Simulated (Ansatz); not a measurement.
C₂H₄FNO (`NC1(F)CO1`) at its PBE0-D4/def2-TZVP geometry, where that method's forces vanish. The species carries charge 0 and has multiplicity 1.

```xyz
9

N    -0.8324    0.1522   -1.0502
C    -0.2206    0.1518    0.2068
F    -1.1033    0.1018    1.2570
C     1.1116   -0.3640    0.4537
O     0.7980    1.0458    0.4089
H    -1.3538    1.0094   -1.1923
H    -1.4594   -0.6354   -1.1495
H     1.7090   -0.7228   -0.3782
H     1.3510   -0.7388    1.4437
```

Task: What forces (eV/Å) does r2SCAN-D4/def2-TZVPP give on these atoms in Ansatz 0.2.0? (Estimate.)

Result: Ansatz gave: 
```
N1   0.009  0.009 -0.181
C2   0.036 -0.194 -0.242
F3  -0.279 -0.008  0.349
C4   0.160 -0.428  0.034
O5   0.145  0.587  0.026
H6  -0.039  0.014  0.004
H7  -0.038 -0.002  0.009
H8   0.008  0.011  0.001
H9  -0.003  0.010  0.001
```
